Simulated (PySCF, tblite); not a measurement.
# Complex of hydrogen fluoride and 2 × methanol

A gas-phase complex of hydrogen fluoride and 2 × methanol; neutral, singlet. The structure comes from a short search (6 tight-binding starts) and was relaxed by PBE0-D3(BJ)/def2-SVPD; another way of binding may lie lower. No frequency run checks that it is a minimum.

```
part               name  SMILES  atoms  charge  multiplicity
   1  hydrogen fluoride       F    1–2       0             1
   2           methanol      CO    3–8       0             1
   3           methanol      CO   9–14       0             1
```

```xyz
14

F    -0.481    0.249    0.598
H    -0.185    0.775   -0.138
C    -0.567    1.694   -2.527
O     0.271    1.647   -1.381
H    -0.415    0.815   -3.172
H    -1.604    1.696   -2.172
H    -0.381    2.611   -3.106
H     1.194    1.573   -1.636
C    -3.781    0.793   -0.132
O    -3.690    1.386   -1.411
H    -4.355   -0.148   -0.157
H    -2.761    0.567    0.198
H    -4.242    1.473    0.603
H    -4.567    1.605   -1.730
```
Atoms count from 1 in this order.

| contact | kind (by geometry) | distance (Å) | angle (°) |
| --- | --- | --- | --- |
| H2···O4 | hydrogen bond | 1.585 | 179 |
| H6···O10 | C–H hydrogen bond | 2.242 | 172 |
| H12···F1 | C–H hydrogen bond | 2.337 | 171 |

Interaction energies are complex less parts, with the parts frozen as they stand in it; counterpoise-corrected, in kcal/mol (PySCF).

(1) How strongly do the parts interact, level by level?

(2) What holds them together? Decompose the wB97M-D3(BJ)/def2-SVPD energy: frozen parts, their antisymmetrised product, then relaxation.

(3) Are the pair energies additive?

The parts were also relaxed and run alone, at the levels used for the complex: shieldings by PBE0/pcSseg-1; core levels by delta-SCF with SCAN, pcX-2 on the ionised atom and pcseg-1 elsewhere, spin-free X2C.

Values alone: F1–H2 bond (Å): 0.920; shielding of H2 (ppm): 29.25; shielding of O4 (ppm): 332.0; shielding of H6 (ppm): 27.76; shielding of O10 (ppm): 332.0; F1 1s core level (eV): 694.12; C3 1s core level (eV): 292.45; O4 1s core level (eV): 539.01.

(4) How do these values change when the complex forms?

Answers

(1) 
```
                 level  interaction  superposition error removed
wB97M-D3(BJ)/def2-SVPD       -14.29                        -1.84
 PBE0-D3(BJ)/def2-SVPD       -15.33                        -1.79
```

(2) electrostatic -23.8, Pauli repulsion +24.4, orbital relaxation -14.7, dispersion correction -2.1 kcal/mol, which sum to the value before the counterpoise correction; the Pauli term holds the exchange-correlation of the frozen density too. Of the attraction, 59 % is electrostatic, 36 % is orbital relaxation, 5 % is dispersion correction.

(3) The pairs sum to -13.19 kcal/mol (1–2 -10.8, 1–3 -1.1, 2–3 -1.3); the rest of -1.11 is a many-body strengthening.

(4) 
```json
{"property": "F1–H2 bond (Å)", "alone": "0.920", "in the complex": "0.952", "change": "+0.032"}
{"property": "shielding of H2 (ppm)", "alone": "29.25", "in the complex": "23.08", "change": "-6.18"}
{"property": "shielding of O4 (ppm)", "alone": "332.0", "in the complex": "327.5", "change": "-4.6"}
{"property": "shielding of H6 (ppm)", "alone": "27.76", "in the complex": "26.40", "change": "-1.36"}
{"property": "shielding of O10 (ppm)", "alone": "332.0", "in the complex": "334.3", "change": "+2.3"}
{"property": "F1 1s core level (eV)", "alone": "694.12", "in the complex": "691.56", "change": "-2.56"}
{"property": "C3 1s core level (eV)", "alone": "292.45", "in the complex": "292.58", "change": "+0.12"}
{"property": "O4 1s core level (eV)", "alone": "539.01", "in the complex": "539.81", "change": "+0.80"}
```

Density functionals tend to overstate the lengthening and the red shift of so strongly bound an X–H bond.
